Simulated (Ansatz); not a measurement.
C4H5FO can be A, `C#COC(C)F`, or B, `C=C(O)C(=C)F`.

Gas-phase electronic energies from Ansatz, PBE0-D4/def2-TZVP geometries. CCSD(T)/CBS is the MP2 limit (def2-TZVPP, def2-QZVPP) plus CCSD(T) − MP2 in def2-TZVPP, frozen cores. Functionals use def2-TZVPP. B3LYP here is the variant with VWN-RPA as its local correlation; programs differ in this. One conformer a species, not always the lowest.

A:

```xyz
11

C     0.2976    1.6847    1.9290
C    -0.1514    0.6750    1.4637
O    -0.6347   -0.4222    0.9802
C    -0.7378   -0.4520   -0.4499
C     0.5908   -0.7235   -1.0849
F    -1.6040   -1.4600   -0.7014
H     0.6840    2.5752    2.3613
H    -1.1942    0.4895   -0.7734
H     0.4802   -0.7553   -2.1694
H     0.9759   -1.6806   -0.7308
H     1.2937    0.0693   -0.8242
```

B:

```xyz
11

C    -0.894    1.155    0.983
C    -0.469    0.099    0.290
O    -1.159   -1.057    0.134
C     0.820    0.064   -0.400
C     1.307   -0.945   -1.105
F     1.524    1.195   -0.263
H    -1.855    1.151    1.484
H    -0.282    2.040    1.058
H    -1.995   -0.984    0.604
H     0.728   -1.850   -1.207
H     2.276   -0.869   -1.578
```

Problem. Which isomer does CCSD(T)/CBS put lower? Give the gap. (An estimate is asked.)

Solution. Computed: B, by 127.2 kJ/mol.

Problem. Give E(B) − E(A) in kJ/mol with B2PLYP, PBE-D4, PBE0-D4, r2SCAN-D4, CCSD/def2-TZVPP, B3LYP-D4, B3LYP. (Estimate.)

Solution. Ansatz gave: B2PLYP -124.4, PBE-D4 -139.5, PBE0-D4 -136.2, r2SCAN-D4 -138.8, CCSD/def2-TZVPP -122.5, B3LYP-D4 -133.8, B3LYP -131.0. None reverses the order clearly.

Largest T1 diagnostic: 0.012.

In def2-TZVPP, CCSD(T) changes the Hartree–Fock value by −11.5 kJ/mol (the triples alone add −2.9 kJ/mol) and MP2 by −4.1 kJ/mol.
